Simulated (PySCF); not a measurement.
Nuclear quadrupole coupling in `[H]/N=C/[C@H](C)[O-]`

C₃H₆NO (charge -1).
Cartesian coordinates in Å at the PBE0-D3(BJ)/def2-SVP level; atoms count from 1:
```xyz
11
C3H6NO angstrom
C     -1.3549   -0.1708    0.4921
C     -0.2298    0.6059   -0.2434
O     -0.4930    0.8618   -1.5142
C      1.0458   -0.2142   -0.2712
N      2.1855    0.1331    0.2020
H     -1.5263   -1.1338   -0.0235
H     -1.1529   -0.3619    1.5653
H     -2.2868    0.4135    0.3954
H      0.0035    1.4959    0.4322
H      0.9097   -1.0962   -0.9395
H      2.8973   -0.5294   -0.1324
```

Field gradients from the PBE0/pcSseg-1 density (PySCF, non-relativistic), principal values in atomic units, ordered |Vxx| ≤ |Vyy| ≤ |Vzz|:

| atom | Vxx | Vyy | Vzz |
| --- | --- | --- | --- |
| O3 | -0.6189 | -1.0469 | 1.6658 |
| N5 | 0.3755 | 0.4443 | -0.8197 |

Task: Find the asymmetry η = (Vxx − Vyy)/Vzz and the couplings χ = eQV/h (234.96 MHz × Q in barn × V in au), with Q(17O) = −0.0256 b, Q(14N) = 0.02044 b.

Result: 
| atom | environment | nucleus | η | χzz (MHz) | χxx (MHz) | χyy (MHz) |
| --- | --- | --- | --- | --- | --- | --- |
| O3 | alkoxide oxygen | 17O | 0.26 | -10.02 | 3.72 | 6.30 |
| N5 | imine nitrogen | 14N | 0.08 | -3.937 | 1.803 | 2.134 |

Task: What is Vzz at O3 in SI units (1 au = 9.71736 × 10²¹ V/m²)?

Result: 1.6658 au = 16.187 × 10²¹ V/m².

Task: And the gradient at the other heavy atoms, for which no coupling is worked out here?

Result: 
| atom | environment | Vzz (au) | η |
| --- | --- | --- | --- |
| C1 | methyl carbon | -0.073 | 0.49 |
| C2 | sp3 carbon bound to oxygen | -0.057 | 0.49 |
| C4 | imine carbon | 0.524 | 0.49 |

Were the hydrogens deuterons (Q(2H) = 0.00286 b), χzz would run from 156 kHz (H9) to 254 kHz (H11).

Geometry: PBE0-D3(BJ)/def2-SVP, one conformer, isolated ion. The pcSseg-1 basis has no diffuse functions, a weakness for an anion. The HOMO energy is positive at this level (+0.13 eV), so the outermost electrons may be held by the finite basis alone. The basis is small and wasn't made for field gradients, so the couplings can be 20 % off.
